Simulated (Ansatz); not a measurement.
Task: a composite energy at a relaxed geometry of AlCl, with the Python package of Ansatz (0.2.0). Give the script and its output. Use (for the species named): B3LYP, def2-SVP basis, multiplicity 1.

```yaml
atoms:
  - { symbol: Al, position_ang: [0.0000, 0.0000, 0.0000] }
  - { symbol: Cl, position_ang: [0.0000, 0.0000, 2.1650] }
```

`composite_alcl.py`:
```python
"""A composite energy for AlCl: DFT geometry, MP2 basis limit, coupled-cluster correction."""

import itertools

import ansatz as az
from ase.data import atomic_numbers, covalent_radii
import numpy as np

GEOMETRY = """
Al    0.00000    0.00000    0.00000
Cl    0.00000    0.00000    2.16500
"""


def main() -> None:
    geometry = az.Crystal.molecule()
    for line in GEOMETRY.strip().splitlines():
        symbol, *xyz = line.split()
        geometry = geometry.atom(symbol, [float(v) for v in xyz])

    setup = geometry.calculation()
    setup = setup.basis(gaussian="def2-SVP").functional("B3LYP")
    symbols = [site.symbol for site in geometry.cartesian_sites]
    start = np.array([site.position_ang for site in geometry.cartesian_sites], dtype=float)
    r = setup.relax(force_tolerance=0.01).run().report
    end = np.array(r["positions_ang"])
    # pairs closer than 1.2 times the sum of covalent radii, before or after
    radius = [covalent_radii[atomic_numbers[s]] for s in symbols]
    span = lambda where, i, j: np.linalg.norm(where[i] - where[j])
    bonded = [(i, j) for i, j in itertools.combinations(range(len(symbols)), 2) if min(span(start, i, j), span(end, i, j)) < 1.2 * (radius[i] + radius[j])]
    print("pair        before    after (A)")
    for i, j in bonded:
        print(f"{symbols[i]}{i}-{symbols[j]}{j}".ljust(10), f"{span(start, i, j):8.4f} {span(end, i, j):8.4f}")

    minimum = az.Crystal.molecule()
    for symbol, place in zip(symbols, end):
        minimum = minimum.atom(symbol, place.tolist())
    at_minimum = minimum.calculation()
    # MP2 extrapolated to the basis limit, plus the small-basis difference CCSD(T) - MP2
    level = lambda method, basis: at_minimum.basis(gaussian=basis).correlation(method).run().report
    small, large, cluster = level("mp2", "cc-pVDZ"), level("mp2", "cc-pVTZ"), level("ccsd_t", "cc-pVDZ")
    corr = lambda each: (each["free_energy_ev"] - each["reference_energy_ev"]) / 27.211386246
    mp2_limit = (27 * corr(large) - 8 * corr(small)) / 19
    pieces = {"HF / cc-pVTZ": large["reference_energy_ev"] / 27.211386246, "MP2 correlation, DZ-TZ limit": mp2_limit, "CCSD(T) - MP2 / cc-pVDZ": corr(cluster) - corr(small)}
    for name, value in pieces.items():
        print(f"{name:32s} {value:14.6f} Ha")
    print(f"{'sum':32s} {sum(pieces.values()):14.6f} Ha")
    print("T1 diagnostic", round(cluster["correlation"]["coupled_cluster"]["t1_diagnostic"], 4))


if __name__ == "__main__":
    main()
```

```console
$ python composite_alcl.py
pair        before    after (A)
Al0-Cl1      2.1650   2.1556
HF / cc-pVTZ                        -701.510698 Ha
MP2 correlation, DZ-TZ limit          -0.267215 Ha
CCSD(T) - MP2 / cc-pVDZ               -0.028561 Ha
sum                                 -701.806474 Ha
T1 diagnostic 0.0129
```

Caveats:
- Total energies depend on the basis set; only differences at equal settings carry meaning.
- The sum leaves out core correlation, relativity, the Hartree-Fock basis error and zero-point energy; a DZ-TZ extrapolation is rough.
- b3lyp holds the VWN-RPA fit, as in Gaussian; the form of ORCA and Turbomole is b3lyp5.
- Inner cores stay frozen, so this is valence correlation.
- For Al to Cl the sets with a tight d function, cc-pV(X+d)Z, are usual.
- The spin state was assumed, and another may lie lower.
- An extrapolation from small basis sets is rough.
- It ran for 3.4 s on 1 thread of Arm Neoverse V1 (shared host), peak memory 0.17 GiB.
